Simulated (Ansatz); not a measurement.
Ansatz (an electronic-structure program) input (wB97M-V/aug-pcseg-2):

Ansatz 0.2 input:
```yaml
crystal:
  periodic: [false, false, false]
  atoms:
    - {symbol: C, position_ang: [-0.00105023, -0.00044593, 0.21807837]}
    - {symbol: C, position_ang: [-0.00682676, -0.00289863, 1.41756777]}
    - {symbol: C, position_ang: [0.00595226, 0.00252732, -1.23597935]}
    - {symbol: H, position_ang: [-0.01194066, -0.00506999, 2.47946412]}
    - {symbol: H, position_ang: [0.01516829, 1.02317495, -1.62370089]}
    - {symbol: H, position_ang: [0.88736845, -0.51296496, -1.62264162]}
    - {symbol: H, position_ang: [-0.87904773, -0.50023658, -1.63112234]}
basis:
  gaussian:
    orbitals: aug-pcseg-2
hamiltonian:
  xc: {name: wB97M-V}
magnetization: {spin_polarized: false}
```

Output:

```
Functional definition: wB97M-V
integrals: 0.12 GiB planned
852 factors; their error is unknown
integrals: 0.16 GiB planned
433 factors; integrals over basis functions are off by at most 2.9e-5 eV
mean field: 1.51 GiB planned
mean field evaluation 1: about -3170.0149 eV, gradient 4.1e1 eV
mean field evaluation 2: about -3172.4447 eV, gradient 2.5e1 eV
mean field evaluation 4: about -3173.8699 eV, gradient 2.2e0 eV
mean field evaluation 8: about -3173.8524 eV, gradient 4.3e-1 eV
mean field evaluation 16: about -3173.8526 eV, gradient 5.5e-5 eV
integrals: 0.56 GiB planned
a density is far from that of the atoms, so the factors are made again for it
1388 factors; integrals over basis functions are off by at most 1.2e-3 eV
433 factors; integrals over basis functions are off by at most 2.9e-5 eV
mean field: 1.58 GiB planned
mean field -3173.85265704 eV, -116.6369338315 hartree, gradient 1.2e-5 eV, S^2 0.000000; 0 other end points of the search recorded, 0 dependent functions left out
reference -3173.85272423 eV, -116.6369363009 hartree; 11, 11 occupied and 219, 219 virtual orbitals, 1388 factors
Total energy: -3173.85272423 eV, -116.6369363009 hartree
```
